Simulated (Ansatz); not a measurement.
Born–Oppenheimer molecular dynamics of BH7NP (10 atoms, charge 0, multiplicity 1). It starts at the highest image of a converged band. Of that band: Neighbouring images differ by up to 1.4 eV, so the band resolves the path poorly. A vibrational analysis at the climbing image gives one clearly imaginary mode, 1244i cm⁻¹: a first-order saddle point.

Computed with Ansatz, RKS PBE/def2-SVP.

- ensemble: NVE (velocity Verlet)
- time step: 0.5 fs
- steps asked: 200
- starting velocities drawn for: 300 K
- seed: 4737

First frame:

```xyz
10
Properties=species:S:1:pos:R:3
B 0.047 -0.612 0.412
N 1.134 0.428 0.758
H 0.418 -1.576 -0.226
H -0.837 -0.719 1.239
H 0.234 0.823 -0.209
P -1.079 0.699 -1.302
H 2.095 0.274 0.444
H 1.090 0.914 1.657
H -0.860 -0.440 -2.138
H -2.244 0.208 -0.635
```

Question: How far do the bonds stretch over the last three quarters of this one trajectory? (Pairs bonded in most of those frames.)

Answer: 
```csv
bond,mean (Å),spread (Å),shortest,longest
B1–N2,1.403,0.028,1.36,1.45
B1–H3,1.219,0.009,1.20,1.24
B1–H4,1.219,0.008,1.20,1.23
N2–H7,1.023,0.015,1.00,1.05
N2–H8,1.023,0.014,1.00,1.04
H5–P6,1.447,0.040,1.37,1.51
P6–H9,1.444,0.014,1.42,1.47
P6–H10,1.453,0.056,1.37,1.54
```

Mean temperature of the second half: 1598 K. The conserved energy stayed within 0.16 meV per atom of its start (net change 0.11 meV per atom), so the integration is sound. The kinetic energy rose, since the run started high on the potential surface and went downhill. It ends in pieces (BH4N + H3P), so much of that is their flight and rotation, not heat. A run of 0.1 ps of so small a system gives no equilibrium averages. The orbitals stay closed-shell, which can raise the energy where a bond breaks towards radicals; this wasn't checked here.

Time of the run: 2 min on 2 threads of AMD EPYC 9R14 (Zen 4), on a shared host, peak memory 0.13 GiB.
